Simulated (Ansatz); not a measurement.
C$_{4}$H$_{10}$OS, SMILES `CCS(=O)CC`. Total charge 0; spin multiplicity 1. Geometry: relaxed with PBE0-D4/def2-TZVP. It is one conformer, not always the lowest.

```xyz
16

C    -0.606    0.524    2.020
C     0.783    0.187    1.522
S     0.795   -0.899    0.065
O    -0.226   -1.952    0.300
C     0.082    0.259   -1.130
C    -0.105   -0.447   -2.458
H    -0.553    0.944    3.026
H    -1.106    1.255    1.383
H    -1.217   -0.380    2.055
H     1.336   -0.389    2.269
H     1.384    1.065    1.270
H     0.772    1.105   -1.206
H    -0.872    0.606   -0.728
H    -0.572    0.222   -3.183
H     0.851   -0.780   -2.869
H    -0.746   -1.321   -2.334
```

What is the dipole moment at r2SCAN/def2-TZVPP? (Estimate.)

The calculation gave: 3.65 D, with components (0.86, 3.55, -0.18) D in this frame, pointing from negative to positive charge.

And with PBE, B3LYP, ωB97M-V? (An estimate is asked.)

The calculation gave: PBE 3.52 D, B3LYP 3.74 D, ωB97M-V 3.80 D.

Give the Mulliken charges with r2SCAN, ωB97M-V, PBE in def2-TZVPP. (Estimate.)

Ansatz gave: 
```json
{"atom": "C1", "r2SCAN": "-0.18", "ωB97M-V": "-0.32", "PBE": "-0.27"}
{"atom": "C2", "r2SCAN": "-0.05", "ωB97M-V": "-0.23", "PBE": "-0.12"}
{"atom": "S3", "r2SCAN": "0.45", "ωB97M-V": "0.49", "PBE": "0.38"}
{"atom": "O4", "r2SCAN": "-0.57", "ωB97M-V": "-0.57", "PBE": "-0.50"}
{"atom": "C5", "r2SCAN": "-0.09", "ωB97M-V": "-0.25", "PBE": "-0.15"}
{"atom": "C6", "r2SCAN": "-0.16", "ωB97M-V": "-0.31", "PBE": "-0.25"}
{"atom": "H7", "r2SCAN": "0.05", "ωB97M-V": "0.11", "PBE": "0.09"}
{"atom": "H8", "r2SCAN": "0.04", "ωB97M-V": "0.09", "PBE": "0.08"}
{"atom": "H9", "r2SCAN": "0.09", "ωB97M-V": "0.14", "PBE": "0.11"}
{"atom": "H10", "r2SCAN": "0.07", "ωB97M-V": "0.13", "PBE": "0.11"}
{"atom": "H11", "r2SCAN": "0.05", "ωB97M-V": "0.11", "PBE": "0.08"}
{"atom": "H12", "r2SCAN": "0.05", "ωB97M-V": "0.12", "PBE": "0.08"}
{"atom": "H13", "r2SCAN": "0.07", "ωB97M-V": "0.14", "PBE": "0.10"}
{"atom": "H14", "r2SCAN": "0.04", "ωB97M-V": "0.10", "PBE": "0.08"}
{"atom": "H15", "r2SCAN": "0.05", "ωB97M-V": "0.11", "PBE": "0.08"}
{"atom": "H16", "r2SCAN": "0.08", "ωB97M-V": "0.13", "PBE": "0.11"}
```

B3LYP here is the variant with VWN-RPA as its local correlation; programs differ in this.
